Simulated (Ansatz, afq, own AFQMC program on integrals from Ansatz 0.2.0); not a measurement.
## InH3⁺, doublet: AFQMC among the cluster methods

```yaml
atoms:
  - { symbol: In, position_ang: [0.0000, -0.0162, 0.0345] }
  - { symbol: H, position_ang: [0.0000, 2.3356, -0.0345] }
  - { symbol: H, position_ang: [0.0000, -0.4411, -5.5985] }
  - { symbol: H, position_ang: [0.0000, -0.0458, 1.7026] }
```

Basis def2-SVP with its core potentials. Noble-gas cores (and the filled d shells of Ga–Kr and In–Xe) are frozen. Ansatz 0.2.0 and our own AFQMC program on the same integrals; the CISD trial comes from CCSD amplitudes, and released means the phaseless constraint is let go. ± is one standard error of the sampling. No spin–orbit coupling.

Determinant: ROHF, the one that the program's search chose, which needn't be the lowest solution. The geometry is a point of a scan.

Full CI on the same integrals is exact in this basis and with this determinant's frozen core.

Cautions: no spin-orbit coupling; inner d shell frozen; a spin-contaminated unrestricted determinant lies lower (UHF 1.33 eV lower, ⟨S²⟩ 1.68); strong correlation (T1 0.059, weight of the determinant 0.80, largest double 0.32); the released energies are still falling, so no released level is given (meV from the phaseless value at times in 1/Eh: -0.8 ± 2.1 at 0.24, -2.0 ± 1.9 at 0.51, -5.8 ± 1.7 at 0.99, -6.8 ± 1.8 at 1.62, -13.1 ± 1.9 at 2.40).

- T1 diagnostic: 0.0588
- weight of the determinant in the CISD state: 0.798
- size of the correlated space: 5 electrons in 32 orbitals

| level | correlation energy (eV) |
| --- | --- |
| MP2 | -1.6154 |
| CCSD | -2.5809 |
| CCSD(T) | -2.6569 |

Task: Estimate where phaseless AFQMC with a CISD trial lies against CCSD(T) on the same integrals.

Result: 9.3 ± 2.0 meV above CCSD(T).

Reference: full CI, correlation energy -2.674 eV.

```
        level  E − E(reference) (meV)  share of correlation (%)
      CCSD(T)                    17.0                     99.36
        CCSDT                    -1.3                    100.05
     CCSDT(Q)                    -0.2                    100.01
       CCSDTQ                     0.0                    100.00
ph-AFQMC/CISD              26.3 ± 2.0                     99.02
```

CCSDT and higher add their correlation energy to the determinant of the CCSD(T) run, since their own runs factorise the integrals more tightly (a shift of under 2 meV). A walk keeps the symmetry of its determinant, which the program's search chose and which needn't be the lowest solution, so a lower state of the same spin and another symmetry isn't excluded.
